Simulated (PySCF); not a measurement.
**Core-level binding energies of thiohydroxylamine**

Compound: thiohydroxylamine, H₃NS.
Z-matrix (Å and degrees, PBE0-D3(BJ)/def2-SVP geometry), rows numbered from 1:
```
N 
S   1  1.7137
H   1  1.0167  2  110.80
H   1  1.0167  2  110.77  3  -121.60
H   2  1.3560  1   97.78  3  -119.22
```

Level of theory: delta-SCF UKS SCAN, pcX-2 on the ionised atom, pcseg-1 elsewhere, spin-free X2C in PySCF 2.14.0. Vertical ΔSCF values, vacuum level as zero.

Task: List the computed XPS lines with their assignment.

Result: 
```json
{"atom(s)": "N1", "environment": "nitrogen bonded to S and 2 H", "level": "N 1s", "binding energy (eV)": "405.90", "count": "1"}
{"atom(s)": "S2", "environment": "sulfur bonded to N and H", "level": "S 1s", "binding energy (eV)": "2478.21", "count": "1"}
```

Task: Give the binding energy of S 1s of S2 in hartree and in kJ/mol.

Result: 2478.21 eV = 91.0725 Eh = 239111 kJ/mol.

Not every level is listed. One conformer (not necessarily the lowest) at the PBE0-D3(BJ)/def2-SVP geometry, without solvent, vibrations or thermal averaging.

On an Arm Neoverse V2 with one thread (shared host), this took 3.0 s wall and 0.38 GiB of memory at its peak.
